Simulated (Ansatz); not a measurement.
C₂H₆Al (`C[CH2][AlH]`) radical. The species carries charge 0 and has multiplicity 2.

Cartesian coordinates in Å:
```
C 0.340 -0.903 0.105
C 0.410 0.618 0.234
Al -1.192 1.575 -0.422
H -0.498 -1.320 0.670
H 1.251 -1.388 0.473
H 0.205 -1.215 -0.934
H 0.578 0.915 1.277
H 1.276 1.016 -0.310
H -2.370 0.702 -1.093
```

List the harmonic frequencies (cm⁻¹, unscaled) at PBE0-D4/def2-TZVP in Ansatz. (An estimate is asked.)

The calculation gave: 41i, 195, 197, 539, 556, 600, 911, 956, 1029, 1197, 1245, 1405, 1432, 1486, 1497, 1804, 3023, 3031, 3059, 3093, 3111.

Is this a minimum?

No: 1 imaginary mode, so it is a saddle point.
